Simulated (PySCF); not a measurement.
# `[SiH3][SiH3]`: 4 charge schemes on one density

Species: Si2H6.
SMILES with atom numbers: `[SiH3:1][SiH3:2]` (hydrogens: H3, H4, H5 on Si1; H6, H7, H8 on Si2)

Geometry (PBE0-D3(BJ)/def2-SVP, Å), atoms numbered from 1 in this order:
```
atom  x, y, z in Å
Si1   -1.1648    0.1070   -0.0316
Si2    1.1686   -0.1095    0.0191
H3    -1.7573   -0.8313   -1.0341
H4    -1.5339    1.5071   -0.4074
H5    -1.7439   -0.1972    1.3133
H6     1.5614   -1.5012    0.4000
H7     1.7451    0.8428    1.0182
H8     1.7428    0.2010   -1.3266
```

Density: PBE0/pcSseg-1 (PySCF); schemes: Mulliken, IAO, Hirshfeld and ESP-fitted. Geometry: PBE0-D3(BJ)/def2-SVP; no solvent, vibrations or thermal averaging.

Question: Tabulate the Mulliken, IAO, Hirshfeld and ESP-fitted charges.

Answer: In e:

| atom | environment | Mulliken | IAO | Hirshfeld | ESP-fitted |
| --- | --- | --- | --- | --- | --- |
| Si1 | SiH3 silicon | +0.174 | +0.276 | +0.215 | +0.208 |
| Si2 | SiH3 silicon | +0.174 | +0.276 | +0.215 | +0.211 |
| H3 | Si–H hydrogen | -0.058 | -0.092 | -0.071 | -0.070 |
| H4 | Si–H hydrogen | -0.058 | -0.092 | -0.072 | -0.069 |
| H5 | Si–H hydrogen | -0.058 | -0.092 | -0.072 | -0.070 |
| H6 | Si–H hydrogen | -0.058 | -0.092 | -0.071 | -0.069 |
| H7 | Si–H hydrogen | -0.058 | -0.092 | -0.072 | -0.071 |
| H8 | Si–H hydrogen | -0.058 | -0.092 | -0.072 | -0.071 |

Mean size of the charges over all atoms: IAO 0.138 e, Hirshfeld 0.107 e, ESP-fitted 0.105 e, Mulliken 0.087 e. Each set sums to the total charge, 0, to within 0.001 e. The Mulliken scheme counts on each atom the diagonal of the density matrix times the overlap matrix over that atom's basis functions. The IAO scheme counts the electrons in orthogonalised intrinsic atomic orbitals, a minimal basis polarised so that it spans the occupied orbitals exactly.

Lowest charge. All schemes pick atoms of one kind: Mulliken H3, H4, H5, H6 and 2 more (-0.058); IAO H3, H4, H5, H6 and 2 more (-0.092); Hirshfeld H4, H5, H7 and H8 (-0.072); ESP-fitted H7 and H8 (-0.071).

Highest charge. All schemes pick atoms of one kind: Mulliken Si1 and Si2 (+0.174); IAO Si1 and Si2 (+0.276); Hirshfeld Si1 and Si2 (+0.215); ESP-fitted Si2 (+0.211).

Question: How many electrons does the Hirshfeld scheme count on Si2?

Answer: Z − q = 14 − (+0.215) = 13.785.

Question: Sum the charges by element.

Answer: 
```csv
element,atoms,Mulliken,IAO,Hirshfeld,ESP-fitted
Si,2,+0.348,+0.551,+0.430,+0.419
H,6,-0.348,-0.551,-0.430,-0.419
```
